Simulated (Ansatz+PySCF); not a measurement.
The numbers below are computed, except where a source is named.
## PySCF 2.14.0 run

```python
from pyscf import gto, scf, cc

mol = gto.M(atom="""
C 0.009790 -0.407510 -0.096110
O 0.004120 -0.371080 1.097650
O -0.002390 0.654130 -0.910250
H -0.007840 -1.336320 -0.693830
H -0.006280 1.450020 -0.335480
""", basis='def2-svp', charge=0, spin=0)
mf = scf.UHF(mol)
mf.kernel()
mycc = cc.CCSD(mf, frozen=3).run()
et = mycc.ccsd_t()
print(mf.e_tot, mycc.e_corr, et, mycc.e_tot + et)
```

The script is written out from the run's settings.

The run gave:

| Property | Result |
| --- | --- |
| Converged | yes |
| Reference energy | -188.61873 hartree |
| CCSD correlation energy | -0.51027 hartree |
| Triples correction | -0.01481 hartree |
| Total energy | -189.14380 hartree |
